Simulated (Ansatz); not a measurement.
This geometry of C$_{4}$H$_{9}$NS (15 atoms, charge 0, multiplicity 1) is a first-order saddle point.

Method: Ansatz 0.2.0, RKS PBE-D4/cc-pVDZ.

```xyz
15
Properties=species:S:1:pos:R:3
C -0.738 -1.305 1.308
C 0.003 -0.582 0.216
N 1.008 -1.334 -0.365
C -0.264 0.700 -0.199
C 0.553 1.385 -1.266
S -1.743 1.535 0.360
H -1.413 -0.617 1.845
H -1.343 -2.142 0.897
H -0.017 -1.744 2.031
H 1.235 -2.254 -0.002
H 1.509 -1.007 -1.185
H 0.168 1.201 -2.296
H 0.552 2.483 -1.121
H 1.617 1.059 -1.239
H -1.149 2.571 1.047
```

(1) Which two structures does it join? (They come from a converged band through this point; their orientation in space is the band's.)

(2) How far does it lie above each of them?

## Answers

(1) No bond is made or broken. The height of N3 over the plane of its neighbours goes from 0.31 to -0.30 Å.

Image 0:

```xyz
15
Properties=species:S:1:pos:R:3
C -0.714 -1.309 1.324
C 0.041 -0.579 0.248
N 1.162 -1.282 -0.229
C -0.260 0.678 -0.205
C 0.564 1.397 -1.242
S -1.772 1.481 0.315
H -1.410 -0.632 1.850
H -1.304 -2.153 0.904
H 0.002 -1.741 2.056
H 1.069 -2.298 -0.141
H 1.446 -1.038 -1.181
H 0.125 1.327 -2.262
H 0.634 2.480 -1.007
H 1.606 1.015 -1.282
H -1.211 2.603 0.881
```

Image 6:

```xyz
15
Properties=species:S:1:pos:R:3
C -0.765 -1.334 1.288
C -0.021 -0.617 0.195
N 0.907 -1.431 -0.468
C -0.259 0.675 -0.197
C 0.540 1.378 -1.264
S -1.724 1.529 0.388
H -1.403 -0.638 1.860
H -1.404 -2.142 0.872
H -0.046 -1.818 1.985
H 1.402 -2.080 0.152
H 1.563 -0.932 -1.074
H 0.081 1.287 -2.273
H 0.618 2.464 -1.049
H 1.581 0.991 -1.331
H -1.093 2.617 0.945
```

(2) 0.049 eV above the first and 0.056 eV above the second. This is the barrier of this one path; another mechanism may lie lower.

Time of the run: 2.9 min on 2 threads of Intel(R) Xeon(R) Platinum 8488C (Sapphire Rapids), on a shared host, peak memory 0.21 GiB.
